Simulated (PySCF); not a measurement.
dimethyl ether (C2H6O), SMILES COC.

The structure is a stationary point at B3LYP-D3(BJ)/def2-TZVP.

Two levels are set side by side: PBE/def2-TZVPD (PySCF) and B3LYP/def2-TZVPD (PySCF). Same geometry, gas phase. Differences are taken from unrounded values.

| quantity | B3LYP |
|---|---|
| orbital gap (eV) | 7.35 |
| highest occupied level (eV) | -7.23 |
| lowest empty level (eV) | 0.11 |
| dipole moment (D) | 1.26 |
| mean polarisability (bohr³) | 34.2 |

Q: What does PBE give, and how far is it from B3LYP? (An estimate is asked for; the answer gives what the named calculation found.)

A: 
| quantity | PBE | PBE minus B3LYP |
|---|---|---|
| orbital gap (eV) | 5.67 | -1.68 |
| highest occupied level (eV) | -5.87 | 1.37 |
| lowest empty level (eV) | -0.20 | -0.31 |
| dipole moment (D) | 1.15 | -0.11 |
| mean polarisability (bohr³) | 35.6 | 1.4 |

Without exact exchange PBE keeps part of each electron's self-repulsion, which lifts occupied levels and narrows the gap. Loosely held outer electrons make PBE densities more polarisable. Differences between two approximate levels are no errors against the true value.

Rough cost on one machine, each run with all the roots and properties that it gave: B3LYP against PBE within a factor of 2.
